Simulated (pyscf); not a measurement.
**Substitution at Si: `[PH2]` [doublet] + `[SiH3][SiH3]` → `[SiH3][PH2]` + `[SiH3]` [doublet]**

Gas phase, doublet surface, charge 0. Bonds broken: Si4–Si5. Bonds formed: P1–Si4. Optimised with ωB97X-D3(BJ)/def2-SVP in PySCF.

Transition state (Å):

```xyz
11

P      1.0805    -1.4583     0.3851
H      1.0985    -1.2725     1.7992
H      0.2229    -2.5953     0.4646
Si    -0.7621     0.1208     0.0289
Si    -2.6913     1.6437    -0.2148
H      0.1402     1.2810     0.2991
H     -1.5176    -0.5171     1.1557
H     -0.9533    -0.3712    -1.3692
H     -2.4406     2.6052    -1.3300
H     -3.9139     0.8388    -0.5113
H     -2.8843     2.3947     1.0616
```

One imaginary mode, 585i cm⁻¹; descent along it reached the two sides named.

```csv
bond,change,reactant side (Å),saddle,product side
Si4–Si5,breaks,2.338,2.470,3.5
P1–Si4,forms,3.6,2.453,2.259
```

Electronic energies relative to the separated reactants (kJ/mol):

| level | barrier | reaction energy | reverse barrier |
|---|---|---|---|
| ωB97X-D3(BJ)/def2-TZVP | 44.3 | +22.5 | 21.8 |
| PBE/def2-TZVP | 18.9 | +13.6 | 5.3 |
| r²SCAN/def2-TZVP | 29.8 | +14.9 | 14.9 |
| B3LYP-D3(BJ)/def2-TZVP | 41.5 | +20.4 | 21.2 |
| PBE0-D3(BJ)/def2-TZVP | 30.0 | +16.2 | 13.7 |
| M06-2X/def2-TZVP | 50.0 | +12.7 | 37.2 |
| ωB97M-D3(BJ)/def2-TZVP | 53.5 | +17.7 | 35.8 |
| HF/def2-TZVP | 150.3 | +31.9 | 118.4 |

With ωB97M-D3(BJ)/def2-TZVP energies and thermal terms (ideal gas, 1 atm, RRHO with modes under 100 cm⁻¹ raised to 100, one conformer, R ln 2 for rigid chiral ones), in kJ/mol:

```
T (K)   ΔH‡    ΔG‡     ΔH     ΔG
-----  ----  -----  -----  -----
298    55.8   93.8  +19.7  +16.8
600    57.7  131.7  +19.0  +14.2
900    60.2  168.2  +18.6  +11.9
1200   62.8  203.9  +18.4   +9.7
```

This is the saddle that the search found; another between the same sides may lie lower. The angle at the attacked Si is 176°.
